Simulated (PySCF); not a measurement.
Gas-phase XPS of `CSC`, computed

Species: C2H6S.
Bonds: C1–S2, S2–C3. Hydrogens: H4, H5, H6 on C1; H7, H8, H9 on C3.

The calculation used delta-SCF UKS SCAN, pcX-2 on the ionised atom, pcseg-1 elsewhere, spin-free X2C in PySCF. Vertical ΔSCF values, vacuum level as zero.

Q: List the computed XPS lines with their assignment.

A: 
```json
{"atom(s)": "C1/C3", "bonded to": "S and 3 H", "level": "C 1s", "binding energy (eV)": "291.28", "count": "2"}
{"atom(s)": "S2", "bonded to": "2 C", "level": "S 1s", "binding energy (eV)": "2476.97", "count": "1"}
```

Q: What is the longest wavelength that can ionise S 1s of S2 vertically?

A: λ = hc/E = 12398.42 eV Å / 2476.97 eV = 5.005 Å.

Q: Which photon energy gives electrons from S 1s of S2 a kinetic energy of 150 eV, and what is their de Broglie wavelength?

A: hν = 2476.97 + 150 = 2626.97 eV, recoil neglected; λ = 12.264 Å/√(E/eV) = 1.00 Å.

Atoms equivalent by their bonding share one computed value, that of the first of them. Not every level is listed. Isolated species at its PBE0-D3(BJ)/def2-SVP geometry, gas phase.
